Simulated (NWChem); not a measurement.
## Atomisation of formaldehyde (CH2O)

SMILES: C=O
```xyz
4

C      0.0000     0.0000     0.5244
O      0.0000     0.0000    -0.6753
H     -0.9447     0.0000     1.1280
H      0.9447     0.0000     1.1280
```
Charge 0, spin multiplicity 1.

Program: NWChem. The geometry was optimised at B3LYP/def2-SVP, a minimum by its harmonic frequencies.

Basis set: def2-TZVP. The atomisation energy is electronic alone: no zero-point, thermal, spin-orbit or counterpoise terms. No value is extrapolated to the basis-set limit. Free atoms are single determinants with multiplicities C 3, O 3, H 2. Correlated methods freeze the same cores in atoms and molecule, 2 orbitals in all.

B3LYP has NWChem's definition, with VWN1-RPA local correlation. The stability of the SCF solutions was not checked. Open-shell Hartree-Fock references start from PBE0 orbitals. Coupled-cluster values serve here as a point of comparison, not as the truth.

Task: Order these methods by the atomisation energy they give, lowest first: CCSD(T), HF, LDA (SVWN5), PBE, MP2, BHandHLYP.

Result: HF (256.1 kcal/mol), BHandHLYP (353.8 kcal/mol), CCSD(T) (360.4 kcal/mol), MP2 (369.5 kcal/mol), PBE (385.6 kcal/mol), LDA (SVWN5) (433.2 kcal/mol)
